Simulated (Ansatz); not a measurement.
**Worked example: correlation energy of AlCCl⁺, doublet**

Geometry: that of the AlCCl, triplet, kept fixed.

```json
{"atom": "Al", "x (Å)": "0.0000", "y (Å)": "0.0000", "z (Å)": "1.8452"}
{"atom": "C", "x (Å)": "0.0000", "y (Å)": "0.0000", "z (Å)": "-0.0999"}
{"atom": "Cl", "x (Å)": "0.0000", "y (Å)": "0.0000", "z (Å)": "-1.7453"}
```

Basis cc-pVDZ; Ansatz 0.2.0. Only valence electrons are correlated (noble-gas cores frozen), which leaves 13 electrons in 39 orbitals. Prefix R: restricted or restricted open-shell reference; prefix U: unrestricted.

Full CI isn't at hand for all of this; UCCSDT(Q) serves as the reference, and is uncertain by about the last step of the cluster series.

The cluster runs stand on a determinant 0.37 eV above the lowest UHF solution, chosen by trial CCSD; the correlation energy below is counted from it.

Runs differ by some tens of microhartree through their thresholds and, for an open shell, their frozen cores, so steps under 0.03 kcal/mol mean nothing.

```
                                 level  total energy (hartree)
UHF determinant under the cluster runs             -738.888360
                                  UMP2             -739.151975
                                 UCCSD             -739.192050
                              UCCSD(T)             -739.204575
                                UCCSDT             -739.206235
                             UCCSDT(Q)             -739.207242
```

Task: What is the correlation energy at UCCSDT(Q), and what share of it do UMP2 and UCCSD recover?

Result: E(corr) = -739.207242 − (-738.888360) = -0.318882 hartree = -8.677 eV. UMP2: -0.263615 / -0.318882 = 82.67 %. UCCSD: -0.303690 / -0.318882 = 95.24 %.

Task: By how many kcal/mol does UCCSD(T) miss UCCSDT(Q) (1 hartree = 627.509 kcal/mol), and which steps make up the rest?

Result: -739.204575 − (-739.207242) = 0.002667 hartree = 1.67 kcal/mol. Steps: UCCSDT − UCCSD(T) = -1.04, UCCSDT(Q) − UCCSDT = -0.63 kcal/mol. Differences between like states or geometries often cancel part of this.
